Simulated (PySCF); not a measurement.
## How methods differ on the ionisation energy of O

O [He] 2s2 2p4 (3P) → O+ [He] 2s2 2p3 (4S), as a difference of total energies. Computed with PySCF 2.14 in aug-cc-pVTZ-DK, with the spin-free X2C one-electron Hamiltonian (Gaussian nucleus). Correlated levels: valence: 1s2 frozen. The calculations carry no spin-orbit coupling.

**Question.** Order these methods by the ionisation energy they give, lowest first.
A. SCS-MP2 (valence)
B. B97-3
C. PBE
D. M06

**Answer.** A (13.427 eV), D (13.719 eV), B (13.840 eV), C (14.055 eV).

Errors of the correlated levels include the incompleteness of this basis and the frozen core.

For comparison: 13.608 eV (measured; NIST levels, between the centres of gravity of the two terms).
